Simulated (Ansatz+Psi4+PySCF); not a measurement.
## triplet SO: levels of theory in one basis

```xyz
2

O     0.0000    0.0000   -1.2192
S     0.0000    0.0000    0.6096
```

Basis set: cc-pVTZ on O; cc-pV(T+d)Z on S (spherical functions). Frozen core: 6 orbitals. Correlation on ROHF uses semicanonical orbitals with singles. Charge 0, multiplicity 3.

Computed with Ansatz (development build ahead of 0.2.0); each method stands on the lowest determinant of its kind that the runs found.

```csv
method,E − E(ROHF) (eV),<S²> of the determinant
ROHF,0.00,2.00
UHF,-0.37,2.09
ROHF-MP2,-9.71,–
UHF-MP2,-9.60,2.09
ROHF-CCSD,-10.95,–
UHF-CCSD,-10.96,2.09
ROHF-CCSD(T),-11.63,–
UHF-CCSD(T),-11.63,2.09
ROHF-CCSDT,-11.73,–
UHF-CCSDT,-11.73,2.09
```

Caution: the determinant may break the point group. Caution for ROHF-MP2, UHF-MP2, ROHF-CCSD, UHF-CCSD, ROHF-CCSD(T), UHF-CCSD(T), ROHF-CCSDT, UHF-CCSDT: large amplitudes, a single reference is doubtful. Caution for ROHF-MP2, ROHF-CCSD(T), UHF-CCSD(T): another reference gives a lower total.
